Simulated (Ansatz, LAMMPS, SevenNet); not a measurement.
Bulk modulus B0 of rock-salt KI: levels of theory against measurement

Reference value: 12.7 GPa (measured, 4 K, not corrected to a static lattice; as tabulated in Doll and Stoll (1998), arXiv:cond-mat/9801031).

```csv
level (code),value (GPa),cell (Å³/atom),difference (%)
"ionic model joung2008 (rigid ions, set for SPC/E water, LAMMPS)",19.7,42.95,+55
SevenNet-0 (SevenNet),11.2,46.64,-11.8
PBE (Ansatz),10.6,46.31,-16.5
r²SCAN+SOC (Ansatz),12.3,44.63,-3.1
PBE0 (Ansatz),11.1,45.50,-12.6
```

Leaving aside ionic model joung2008, which can be fitted to such values or carry a doubt: The best agreement in this table is that of r²SCAN+SOC (-3.1 %). PBE (-16.5 %) misses by most. Of these only r²SCAN+SOC lands within 10 %.

The reference has no zero-point or thermal correction, while the calculations are for a static lattice, so the differences are not the levels' errors alone.  Each level is taken at its own relaxed cell. Cutoffs and k meshes differ between the levels. Ansatz's density-functional and Hartree–Fock values are scalar-relativistic unless marked +SOC, with PAW data made under PBE.

Empirical potentials (ionic model joung2008) are fitted to chosen data, which need not cover the solid at hand: agreement can be built in, and what lay outside the fit can be far off. Machine-learned potentials (SevenNet-0) are trained on DFT data, which may include these solids.

Differences are worked out from the printed values.

Ansatz is a first-principles code.
